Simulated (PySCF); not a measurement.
# How the method moves the adiabatic energies of losing or gaining an electron of ethyl iodide

Structure: `CCI` (C2H5I).

All levels share the PBE0-D3(BJ)/ma-def2-SVP structures and the PBE0-D3(BJ)/ma-def2-SVP thermal terms; only the single-point energies (PySCF) change. Values are adiabatic energies of losing or gaining an electron (0 K, eV).

Measured (NIST Chemistry WebBook): adiabatic ionisation energy 9.35 eV.

```csv
level,ionisation energy to the radical cation
HF/ma-def2-TZVP,8.48
BLYP-D3(BJ)/ma-def2-TZVP,9.20
B97-2/ma-def2-TZVP,9.37
r2SCAN-D3(BJ)/ma-def2-TZVP (grid 3),9.37
PBE0-D3(BJ)/def2-TZVPP,9.40
PBE0-D3(BJ)/ma-def2-TZVP,9.41
PBE0-D3(BJ)/def2-SVP,9.45
B3LYP-D3(BJ)/ma-def2-TZVP,9.45
```

Hartree-Fock leaves out electron correlation, so its ionisation energies and electron affinities from energy differences come out too low, often by 1 eV or more.

The spread: 0.97 eV, from 8.48 to 9.45.

Note: spin-orbit coupling is left out of the energies, which matters for open shells on the heavier atoms; atoms past Kr carry effective core potentials.
